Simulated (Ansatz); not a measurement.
Energy needed to pull apart CH₃NS (SMILES N=CS), singlet, into free ground-state atoms, from the structure below (at a frame of a short PBE0-D4/def2-SVP trajectory); no zero-point or spin–orbit terms; open-shell atoms are treated unrestricted, in their ground-state multiplicity.

N1  (-1.058, -0.013, -0.242)
C2  (0.208, -0.069, -0.369)
S3  (1.280, 0.103, 1.037)
H4  (-1.410, -0.093, -1.260)
H5  (0.874, 0.249, -1.256)
H6  (0.223, 0.285, 1.916)
(Å)

Program: Ansatz 0.2.0. Basis: def2-TZVPP. Cores are frozen in the correlated methods.

```csv
method,atomization energy (kJ/mol)
PBE-D4,?
r2SCAN-D4,2072
PBE0-D4,2081
wB97M-V,?
HF,1316
MP2,2028
CCSD,1941
CCSD(T),1992
```

(1) What does PBE-D4 give? (To be estimated.)

(2) What does wB97M-V give? (Judge from chemistry; the value comes from the calculation.)

T1 diagnostic: at most 0.015. The restricted Hartree–Fock reference is unstable towards an unrestricted one here.

## Answers

(1) The calculation gives: 2163 kJ/mol, which is about 171 kJ/mol more than CCSD(T)/def2-TZVPP.

(2) By the calculation: 2082 kJ/mol, which is about 89 kJ/mol more than CCSD(T)/def2-TZVPP.

In triple zeta the MP2 and coupled-cluster atomization energies are still short of their basis limit by a few kcal/mol a bond, whereas those of the functionals are nearly converged, so these differences are not deviations from converged CCSD(T).

For scale, one of the runs: CCSD(T)/def2-TZVPP forces, 146 basis functions, launched by `ansatz run in.yaml --threads 2 --pin off --events-out ev --progress --plain --max-ram 3481MiB`. Hardware: 2 CPU threads of an Intel Xeon, shared host. Wall time 2.7 min; peak host memory 1.5 GiB.
